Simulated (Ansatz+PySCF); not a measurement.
singlet NH3: levels of theory in one basis

```yaml
atoms:
  - { symbol: N, position_ang: [0.0000, 0.0000, 0.1216] }
  - { symbol: H, position_ang: [1.4974, 0.0000, -0.5269] }
  - { symbol: H, position_ang: [-0.4679, 0.8105, -0.2837] }
  - { symbol: H, position_ang: [-0.4679, -0.8105, -0.2837] }
```

Basis set: 6-31G (spherical functions). Left uncorrelated: 1 orbital. Charge 0, multiplicity 1.

Computed with Ansatz (development build ahead of 0.2.0); each method stands on the lowest determinant of its kind that the runs found.

| method | E − E(RHF) (eV) | <S²> of the determinant |
| --- | --- | --- |
| RHF | 0.00 | 0.00 |
| UHF | -0.30 | 0.48 |
| RHF-MP2 | -3.68 | – |
| UHF-MP2 | -3.18 | 0.48 |
| RHF-CCSD(T) | -4.37 | – |
| UHF-CCSD(T) | -4.34 | 0.48 |
| full CI (lowest root of this spin) | -4.38 | – |

What does RHF-CCSD give on the same scale?

-4.27 eV.

At such a shape the full CI root can have another spatial symmetry than the determinants, so the rows needn't describe one state.

Is a single determinant a sound starting point here?

It is doubtful. Unrestricted orbitals lower Hartree–Fock by 0.30 eV and <S²> is 0.48 where a pure state has 0.00, a sign of strong static correlation.

Caution for RHF, RHF-MP2, RHF-CCSD, RHF-CCSD(T): an unrestricted determinant lies well below. Caution for UHF, UHF-MP2, UHF-CCSD(T): the unrestricted determinant is spin contaminated. Caution for RHF-MP2, UHF-MP2, RHF-CCSD, RHF-CCSD(T), UHF-CCSD(T): bonds are stretched, where a single reference can fail. Caution for UHF-MP2, UHF-CCSD(T): a plain start can end on a higher determinant. Caution for UHF-MP2: another reference gives a lower total.
